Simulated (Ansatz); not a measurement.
The input, for Ansatz 0.2.0:

```yaml
crystal:
  periodic: [false, false, false]
  atoms:
    - {symbol: Al, position_ang: [0.000000, -0.580310, 3.450972]}
    - {symbol: Mg, position_ang: [0.000000, -0.390545, -6.213165]}
    - {symbol: H, position_ang: [0.000000, 0.970855, 2.762194]}
basis:
  gaussian: {orbitals: 6-31G}
correlation: {method: sc_nevpt2, electrons: all, active_space: {window: {electrons: 6, orbitals: 7}, states: [{multiplicity: 1, weights: [1, 0.5, 0.5]}], root: 2}}
scf: {lower_state_search: off}
```

```sh
$ ansatz run in.yaml --threads 1 --pin off --events-out ev --progress --plain --max-ram 2393MiB
```

The program prints:

```
these checks for a lower state are left out or cut short: stability, starts, cluster_reference, orbital_swaps, neighbouring_geometries, increment
520 factors; integrals over basis functions are off by at most 8.8e-8 eV
mean field evaluation 1: about -12027.8007 eV, gradient 5.3e0 eV
mean field evaluation 2: about -12027.8011 eV, gradient 5.3e0 eV
mean field evaluation 4: about -12028.0267 eV, gradient 3.0e-1 eV
mean field evaluation 8: about -12028.0272 eV, gradient 1.9e-6 eV
mean field -12028.02723997 eV, -442.0218481790 hartree, gradient 4.2e-6 eV, S^2 0.000000; 0 other end points of the search recorded, 0 dependent functions left out
reference -12028.02723997 eV, -442.0218481790 hartree; 13, 13 occupied and 15, 15 virtual orbitals, 520 factors
state -12029.11132493 eV, -442.0616875665 hartree
state -12025.70525472 eV, -441.9365167953 hartree
state -12025.70522242 eV, -441.9365156080 hartree
state -12029.11132493 eV, -442.0616875665 hartree; corrected -12029.84938381 eV, -442.0888107301 hartree
state -12025.70525472 eV, -441.9365167953 hartree; corrected -12026.79083753 eV, -441.9764112277 hartree
state -12025.70522242 eV, -441.9365156080 hartree; corrected -12026.79078670 eV, -441.9764093596 hartree
Total energy: -12026.79078670 eV, -441.9764093596 hartree
Checks for a lower state left out: stability, starts, cluster_reference, orbital_swaps, neighbouring_geometries, increment
```

Natural occupations, averaged over the states: 1.9725 1.8819 1.4698 0.2789 0.2789 0.0591 0.0590.

Ran on 1 thread of Intel Xeon Platinum 8488C, shared host: 2.3 s wall, 0.17 GiB peak host memory.
